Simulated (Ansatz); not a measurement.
Bulk modulus B0 of some III–V compounds, all zinc-blende

Method: rVV10 (PAW; Ansatz, a first-principles code). References are measured values corrected to a static lattice.

Values in GPa.

| solid | reference | rVV10 | error (%) |
|---|---|---|---|
| zinc-blende BP | 176 (168–176) | 159 | -9.7 |
| cubic BN | 410 (388–410) | 363 | -11.5 |
| zinc-blende InSb | 46.1 | 37.1 | -19.5 |
| zinc-blende GaAs | 76.7 | 58.0 | -24 |
| zinc-blende InAs | 58.6 | ? | ? |
| zinc-blende GaP | 89.6 | 75.2 | -16.1 |
| zinc-blende InP | 72 | 58.5 | -18.8 |

Estimate the withheld rVV10 value.

The errors of the other rows run from -24 % to -9.7 %, with a median of -17.4 %; carried to the reference 58.6 it gives 48.4 GPa. The run gives 47.8 GPa (-18.4 %), -1.2 % from the estimate; the row was drawn at random, and such an estimate is rough. Over these 7 solids the mean error is -16.9 %, the mean absolute error 16.9 % (median 18.4 %), and the worst case zinc-blende GaAs at -24 %; the value is too low in 7 of 7 cases.

All these references are brought to a static lattice.

Spin–orbit coupling is left out, also for the solids with elements from indium on (zinc-blende InSb, zinc-blende InAs, zinc-blende InP); its size isn't shown.

Brackets give the range of the sources taken for a reference, where it is wide; it can hold other temperatures.

Differences are worked out from the printed values.

Each level is taken at its own relaxed cell. Caveats: the gap of the solid is closed in this run (zinc-blende InSb, zinc-blende GaAs, zinc-blende InAs). Ansatz's density-functional and Hartree–Fock values are scalar-relativistic unless marked +SOC, with PAW data made under PBE.

Not in this set, of the III–V compounds with a reference value in our tables and a result at some level: 3 for a reference at room or unstated temperature; 1 for no value at rVV10 (not run, a failed fit, an unstable or unbound cell, or a value held back for tests); 1 for a high-temperature or high-pressure phase; 1 for sources at odds. These can be a level's best or worst cases. At least 2 more with a reference value are held back for tests. Solids without a released value at any level aren't counted. Layered and molecular crystals are counted apart.

References as tabulated in Mejia-Rodriguez and Trickey (2018), arXiv:1807.09216; Goldzak et al. (2022), arXiv:2208.04865.
